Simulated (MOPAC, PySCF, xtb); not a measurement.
Breaking a bond: COS, SMILES O=C=S. The C2–S3 bond (C2 also carries O; S3 carries nothing else) is varied alone, starting from the PBE0/def2-TZVP optimised geometry.

Computed with: RKS-BHandHLYP = restricted BHandHLYP/cc-pVTZ (PySCF); GFN1-xTB (xtb); UHF/cc-pVTZ, density fitting (PySCF); RHF/cc-pVTZ, density fitting (PySCF); PM7, restricted, heats of formation (MOPAC).

Energies are in kJ/mol, each relative to the lowest point of its own curve near equilibrium.

```tsv
R / Å	RKS-BHandHLYP	GFN1-xTB	UHF	RHF	PM7
1.16	852.9	1060.7	871.4	871.4	523.6
1.23	496.0	587.8	508.7	508.7	311.3
1.33	192.8	209.7	199.6	199.6	121.9
1.41	68.3	65.8	72.0	72.0	41.5
1.45	33.3	28.2	35.8	35.8	19.0
1.52	3.4	?	4.2	4.2	0.8
1.56	0.0	0.0	0.0	0.0	0.0
1.59	2.4	5.4	1.8	1.8	?
1.66	20.5	31.8	18.2	18.2	18.6
1.69	32.2	?	29.1	29.1	28.2
1.79	81.1	109.9	74.3	74.3	67.6
1.92	153.3	201.2	138.7	138.7	125.5
2.11	248.8	327.4	215.1	218.0	204.5
2.35	333.9	?	234.0	281.9	280.5
2.59	385.2	527.1	—	317.3	328.0
2.79	411.3	562.9	—	334.3	349.9
3.12	435.6	591.0	—	349.2	365.7
3.46	447.5	?	—	356.2	370.9
3.81	453.3	601.4	—	359.8	372.8
4.19	456.1	602.0	—	361.7	373.7
4.68	?	602.3	—	362.9	373.0
```

Problem. Some entries are withheld; supply them.

Solution. 
- 1.52, GFN1-xTB: 0.2
- 1.59, PM7: 2.9
- 1.69, GFN1-xTB: 47.3
- 2.35, GFN1-xTB: 450.8
- 3.46, GFN1-xTB: 599.4
- 4.68, RKS-BHandHLYP: 457.6

A dash means that the run gave no value there, or that the column was ended at a point which the program doubted or which failed a test of continuity chosen for this set; such a test can also cut sound points.

The restricted form behind RKS-BHandHLYP, RHF, PM7 keeps the bonding electrons paired and can't separate into open-shell fragments. The unrestricted determinant behind UHF is spin-contaminated at 2.11 to 4.68 Å (<S²> up to 1.0, against 0.00 for a pure singlet).
